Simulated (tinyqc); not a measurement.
Worked calculation: CCD on RHF in the sto-3g basis, frozen core, for H3O+, spin multiplicity 1. One step of it, computed by the program tinyqc.

Task: Orthogonalisation. S = U s U^T; canonical form X = U s^(-1/2), so that X^T S X = 1. Each column of U has its largest component positive (the first on a tie).

overlap S:
```
,1O 1s,1O 2s,1O 2px,1O 2py,1O 2pz,2H 1s,3H 1s,4H 1s
1O 1s,1.000000,0.236704,0.000000,0.000000,0.000000,0.057516,0.057590,0.057590
1O 2s,0.236704,1.000000,0.000000,0.000000,0.000000,0.492563,0.492924,0.492924
1O 2px,0.000000,0.000000,1.000000,0.000000,0.000000,0.399408,-0.199694,-0.199694
1O 2py,0.000000,0.000000,0.000000,1.000000,0.000000,0.000000,0.346107,-0.346107
1O 2pz,0.000000,0.000000,0.000000,0.000000,1.000000,-0.050629,-0.050681,-0.050681
2H 1s,0.057516,0.492563,0.399408,0.000000,-0.050629,1.000000,0.222711,0.222711
3H 1s,0.057590,0.492924,-0.199694,0.346107,-0.050681,0.222711,1.000000,0.222737
4H 1s,0.057590,0.492924,-0.199694,-0.346107,-0.050681,0.222711,0.222737,1.000000
```

Give: eigenvalues of S; X.

Result:

eigenvalues of S: 0.3124  0.3867  0.3870  0.9648  1.0155  1.3903  1.3906  2.1527

X:
```
,1,2,3,4,5,6,7,8
1O 1s,-0.3339,0.0000,0.0008,0.8172,0.5290,0.0000,0.0000,0.1304
1O 2s,1.4089,0.0000,-0.0027,-0.0264,0.0957,0.0000,0.0000,0.4145
1O 2px,-0.0023,0.0000,-1.0026,0.0001,0.0000,0.6629,0.0000,0.0000
1O 2py,0.0000,1.0031,0.0000,0.0000,0.0000,0.0000,0.6628,0.0000
1O 2pz,-0.1330,0.0000,0.0002,-0.5630,0.8214,0.0000,0.0000,-0.0399
2H 1s,-0.5991,0.0000,1.0272,-0.1302,-0.0837,0.4320,0.0000,0.3022
3H 1s,-0.6031,-0.8888,-0.5117,-0.1302,-0.0837,-0.2158,0.3740,0.3023
4H 1s,-0.6031,0.8888,-0.5117,-0.1302,-0.0837,-0.2158,-0.3740,0.3023
```
